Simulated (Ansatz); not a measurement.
in.yaml

```yaml
crystal:
  periodic: [false, false, false]
  atoms:
    - {symbol: C, position_ang: [0.000000, -1.333040, -0.111610]}
    - {symbol: Ge, position_ang: [0.000000, 0.098128, 1.246869]}
    - {symbol: Ge, position_ang: [0.000000, 0.122284, -1.228415]}
basis:
  gaussian: {orbitals: cc-pVDZ}
magnetization: {spin_polarized: true, initial_magnetization: 0}
hamiltonian: {xc: {name: PBE}}
correlation: {method: rpa, electrons: outside_noble_gas}
```

```sh
$ ansatz run in.yaml --threads 1 --pin off --events-out ev --progress --plain --max-ram 2393MiB
```

Roughly how long does this take on 1 thread of Intel Xeon Platinum 8259CL, shared host, and how much host memory?

13 s wall and 0.18 GiB.

```
791 factors; integrals over basis functions are off by at most 6.1e-4 eV
mean field evaluation 1: about -114032.2861 eV, gradient 5.7e1 eV
mean field evaluation 2: about -114032.2853 eV, gradient 5.7e1 eV
mean field evaluation 4: about -114039.6876 eV, gradient 3.9e1 eV
mean field evaluation 8: about -114050.2127 eV, gradient 3.4e0 eV
mean field evaluation 16: about -114050.2947 eV, gradient 3.5e-4 eV
mean field evaluation 32: about -114050.2947 eV, gradient 3.0e-6 eV
mean field evaluation 64: about -114049.1054 eV, gradient 3.7e0 eV
mean field evaluation 96: about -114038.5863 eV, gradient 5.6e0 eV
mean field -114050.29468970 eV, -4191.2710237800 hartree, gradient 1.1e-6 eV, S^2 0.000000; 6 other end points of the search recorded, 0 dependent functions left out
29 core orbitals not correlated: weight in the atoms' cores, before any rotation towards them, 0.997 or more for the frozen orbitals, at most 0.003 for the correlated occupied ones
reference -113971.19058940 eV, -4188.3640017130 hartree; 6, 6 occupied and 33, 33 virtual orbitals, 791 factors
Total energy: -113984.13545335 eV, -4188.8397166886 hartree
```
